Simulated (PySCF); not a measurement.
## cyclohexene: calculation against experiment

**Experimental background.**

From NIST CCCBDB Release 22 (SRD 101), experimental dipoles, for the gas: dipole moment 0.331 D.

How close the calculation comes is told at the end.

Compound: cyclohexene, C6H10.
Numbering: `[CH:1]1=[CH:2][CH2:3][CH2:4][CH2:5][CH2:6]1` (hydrogens: H7 on C1; H8 on C2; H9, H10 on C3; H11, H12 on C4; H13, H14 on C5; H15, H16 on C6)

Structure used (GFN2-xTB), in Å, numbered top down from 1:
```
atom  x, y, z in Å
C1    -0.0092    1.5016    0.3412
C2     1.1864    0.9400    0.2834
C3     1.4042   -0.5085   -0.0301
C4     0.1591   -1.1372   -0.6504
C5    -1.0722   -0.7527    0.1624
C6    -1.2855    0.7574    0.0934
H7    -0.1106    2.5554    0.5634
H8     2.0768    1.5220    0.4800
H9     2.2574   -0.6141   -0.7052
H10    1.6624   -1.0340    0.8961
H11    0.0393   -0.7743   -1.6735
H12    0.2682   -2.2232   -0.6876
H13   -0.9220   -1.0517    1.2022
H14   -1.9558   -1.2720   -0.2145
H15   -2.0382    1.0666    0.8234
H16   -1.6678    1.0337   -0.8958
```

The PySCF runs (gas phase, on this GFN2-xTB geometry; no spin–orbit coupling):

```json
{"level": "B3LYP/pcJ-1", "job": "spin–spin couplings from 16 perturbed nuclei, spin–dipole term left out", "basis functions": "262", "wall time": "42 s"}
```

Hardware: one thread, Arm Neoverse V1 (shared host).

Results beside the measurements:

**Dipole moment.** Measured: 0.331 D (NIST CCCBDB Release 22 (SRD 101), experimental dipoles).

| level | computed (D) | computed − measured (D) | % (from the printed values) |
| --- | --- | --- | --- |
| B3LYP/pcJ-1 | 0.290 | -0.041 | -12 |

The computed dipoles belong to one fixed geometry; measured ones are averaged over vibrations unless marked μe. Magnitudes are compared, not signs.

The geometry is computed, not the measured one. Where a level misses, the cause wasn't examined.
